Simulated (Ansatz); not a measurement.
Ansatz (a quantum-chemistry and plane-wave program) input (CCSD(T)/cc-pCVTZ): A basis named .json is the Basis Set Exchange file of that set (core-valence sets with the plain set on hydrogen).

Ansatz 0.2 input:
```yaml
crystal:
  periodic: [false, false, false]
  atoms:
    - {symbol: C, position_ang: [-0.00000000, 0.00000000, -0.00000000]}
    - {symbol: H, position_ang: [0.62054657, 0.62688914, 0.63896175]}
    - {symbol: H, position_ang: [-0.64285838, -0.62489528, 0.61852983]}
    - {symbol: H, position_ang: [0.63693263, -0.63278043, -0.61664082]}
    - {symbol: H, position_ang: [-0.61462083, 0.63078657, -0.64085076]}
basis:
  gaussian:
    orbitals: cc-pCVTZ.json
magnetization: {spin_polarized: false}
correlation: {method: ccsd_t, frozen_orbitals: {C: 0, H: 0}}
```

Output:

```
Functional definition: HF
integrals: 0.10 GiB planned
557 factors; integrals over basis functions are off by at most 8.3e-4 eV
mean field: 0.15 GiB planned
mean field evaluation 1: about -1093.1167 eV, gradient 2.2e1 eV
mean field evaluation 2: about -1093.1159 eV, gradient 2.2e1 eV
mean field evaluation 4: about -1094.2543 eV, gradient 1.5e0 eV
mean field evaluation 8: about -1094.2653 eV, gradient 1.7e-4 eV
mean field evaluation 16: about -1094.2651 eV, gradient 2.1e-1 eV
mean field -1094.26528654 eV, -40.2135075609 hartree, gradient 1.9e-6 eV, S^2 0.000000; 0 other end points of the search recorded, 0 dependent functions left out
reference -1094.26528654 eV, -40.2135075609 hartree; 5, 5 occupied and 94, 94 virtual orbitals, 557 factors
second order -6.71685786 eV of doubles, -0.00000000 eV of singles
coupled cluster: 0.26 GiB planned
cycle   1  -7.14531621 eV  change   -4.3e-1 eV  update   4.4e-2
cycle   2  -7.29686198 eV  change   -1.5e-1 eV  update   1.2e-2
cycle   3  -7.31519177 eV  change   -1.8e-2 eV  update   3.9e-3
cycle   4  -7.31451988 eV  change    6.7e-4 eV  update   8.3e-4
cycle   5  -7.31471539 eV  change   -2.0e-4 eV  update   1.7e-4
cycle   6  -7.31472392 eV  change   -8.5e-6 eV  update   3.8e-5
cycle   7  -7.31473252 eV  change   -8.6e-6 eV  update   8.1e-6
perturbative correction -0.18135775 eV, -0.0066647745 hartree
Total energy: -1101.76137682 eV, -40.4889837975 hartree
```
